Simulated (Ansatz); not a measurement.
Ansatz (an electronic-structure program) input:

Ansatz 0.2 input:
```yaml
crystal:
  periodic: [false, false, false]
  atoms:
    - {symbol: O, position_ang: [0.82448034, -0.71617835, -0.05253853]}
    - {symbol: C, position_ang: [-0.34237428, -0.21782999, 0.00514315]}
    - {symbol: O, position_ang: [-0.61283652, 1.00175597, 0.05424341]}
    - {symbol: H, position_ang: [1.56965726, -0.07432635, -0.05830396]}
    - {symbol: H, position_ang: [-1.20856211, -0.90331471, 0.01380597]}
basis:
  gaussian:
    orbitals: aug-cc-pVTZ
total_charge: 1
magnetization: {spin_polarized: true, initial_magnetization: 1}
correlation: {method: ccsd_t, electrons: outside_noble_gas}
```

Problem. Which total energy does the run end on?

Solution. -189.10323 Eh (CCSD(T)/aug-cc-pVTZ). The basis has 184 functions.
